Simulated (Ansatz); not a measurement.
`[SiH3][AlH][Cl]` + H₂S → `[SiH3][AlH][SH]` + HCl at 298.15 K and 1 bar (ligand exchange at the Al–Cl bond).

Calculated with Ansatz (gas phase, PBE0-D4/def2-TZVP geometries, no zero-point term in ΔE). CCSD(T)/CBS is the MP2 limit (def2-TZVPP, def2-QZVPP) plus CCSD(T) − MP2 in def2-TZVPP, frozen cores. This one scheme is used for every species. One conformer a species, not always the lowest.

| species | CCSD(T)/CBS energy (Eh) | H − E (kJ/mol) | S (J/(mol·K)) |
| --- | --- | --- | --- |
| `[SiH3][AlH][Cl]` | -993.32756 | 104.0 | 338.4 |
| H₂S | -398.97279 | 49.9 | 205.7 |
| `[SiH3][AlH][SH]` | -931.90162 | 127.0 | 341.4 |
| HCl | -460.38127 | 26.6 | 186.8 |

H − E and S are ideal-gas, rigid-rotor, harmonic terms from PBE0-D4/def2-TZVP, for one conformer and one mirror image of each species. 1 Eh = 2625.50 kJ/mol, R = 8.31446 J/(mol·K).

By hand: ΔE, ΔH, ΔS and ΔG.

ΔE = (-931.90162) + (-460.38127) − (-993.32756) − (-398.97279) = 0.01746 Eh = 45.8 kJ/mol. Δ(H − E) = 127.0 + 26.6 − 104.0 − 49.9 = -0.3, so ΔH = 45.5 kJ/mol. ΔS = 341.4 + 186.8 − 338.4 − 205.7 = -15.9 J/(mol·K). ΔG = 45.5 − 298.15 × (-15.9)/1000 = 50.2 kJ/mol.

By hand: the equilibrium constant, and the temperature at which ΔG would vanish if ΔH and ΔS stayed fixed.

log₁₀ K = −ΔG/(RT ln 10) = -8.8. ΔH and −TΔS have one sign here, so there is no such temperature.

ΔH outweighs TΔS. A doubt of 5 kJ/mol in ΔE shifts log₁₀ K by 0.9 here. Other conformers and mirror images would add mixing entropy, several J/(mol·K) or more a flexible species. Modes under 60 cm⁻¹, often nearly free rotors, make the harmonic entropy too high. These are equilibria of isolated gas molecules and say nothing of rates. Largest T1 diagnostic: 0.013 (customary marks: 0.02 for closed shells, 0.045 for open ones).
